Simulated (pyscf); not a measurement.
Single points on ωB97X-D3(BJ)/def2-SVP structures (PySCF, gas phase).

Q: Estimate by transition-state theory the rate constant of F–CH₂–F + methyl (CH₃•) → hydrogen fluoride (HF) + H₃C–CH•–F (doublet surface; C–F, C–H broken, F–H, C–C formed) at 1200 K, with ωB97M-D3(BJ)/def2-TZVP energies (ideal gas, 1 atm, RRHO with modes under 100 cm⁻¹ raised to 100, one conformer, R ln 2 for chiral ones without a mode under 150 cm⁻¹; no tunnelling).

A: The electronic barrier is 47.4 kcal/mol and the thermal terms add +38.6, so ΔG‡ = 86.1 kcal/mol. With k_BT/h = 2.50e+13 s⁻¹ and RT = 2.385 kcal/mol, and a volume of 1.64e-19 cm³ per molecule at 1 atm, k = 8.6e-22 cm³ molecule⁻¹ s⁻¹. Wigner's tunnelling factor for 1118i cm⁻¹ would be 1.07. A shift of 1 kcal/mol in the barrier changes k by a factor 1.5. On the product side the descent ends in a complex (not fully relaxed), 4.5 kcal/mol under the separated species and 61.0 kcal/mol under the saddle at ωB97X-D3(BJ)/def2-TZVP. This saddle turned up in a search for another step; its sides and bond changes are read from the two ends of the descent. This is the saddle that the search found; another between the same sides may lie lower.
